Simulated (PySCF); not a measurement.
## Spin-rotation constants: `[AlH2][NH]C`, CH$_{6}$AlN

Molfile (atoms numbered from 1):
```
CH6AlN
     RDKit          3D

  9  8  0  0  0  0  0  0  0  0999 V2000
   -1.2372   -0.4510    0.0258 C   0  0  0  0  0  0  0  0  0  0  0  0
   -0.1142    0.4350   -0.2911 N   0  0  0  0  0  0  0  0  0  0  0  0
    1.6180    0.3383    0.1258 Al  0  0  0  0  0  3  0  0  0  0  0  0
   -1.6732   -0.8815   -0.8807 H   0  0  0  0  0  0  0  0  0  0  0  0
   -2.0238    0.0798    0.5697 H   0  0  0  0  0  0  0  0  0  0  0  0
   -0.8754   -1.2642    0.6542 H   0  0  0  0  0  0  0  0  0  0  0  0
   -0.4691    1.2056   -0.8541 H   0  0  0  0  0  0  0  0  0  0  0  0
    2.6710   -0.0147   -0.9431 H   0  0  0  0  0  0  0  0  0  0  0  0
    2.1173    0.5586    1.5684 H   0  0  0  0  0  0  0  0  0  0  0  0
  1  2  1  0
  2  3  1  0
  1  4  1  0
  1  5  1  0
  1  6  1  0
  2  7  1  0
  3  8  1  0
  3  9  1  0
M  END
```

Computed, not measured: GIAO wB97X-D/ANO-RCC-VDZP magnetisability, rotational g tensor and spin-rotation constants, non-relativistic, gas phase in PySCF 2.14.0. Geometry: GFN2-xTB.

Task: Give the nuclear spin-rotation constants along the inertial axes (H = +C I·J) beside the isotropic shieldings.

Result: Rotational constants 37.5233, 4.7837, 4.5879 GHz. A star marks the isotopologue with that one atom substituted, in its own axes.
```csv
atom,isotope,Caa (kHz),Cbb (kHz),Ccc (kHz),mean (kHz),σ (ppm)
N2,14N,1.684,0.157,0.167,0.669,241.2
Al3,27Al,35.321,3.838,3.391,14.183,272.9
H4,1H,-2.481,-0.369,-0.086,-0.979,28.9
H5,1H,-2.278,-0.462,-0.024,-0.921,29.0
H6,1H,-3.575,0.142,-0.493,-1.309,29.4
H7,1H,-4.329,-0.016,-0.578,-1.641,32.3
H8,1H,-1.505,-0.312,-0.056,-0.624,27.0
H9,1H,-2.052,-0.157,-0.132,-0.780,27.0
C1,13C*,5.358,0.779,0.696,2.277,160.4
```
For the geometry as given, no vibrational averaging.
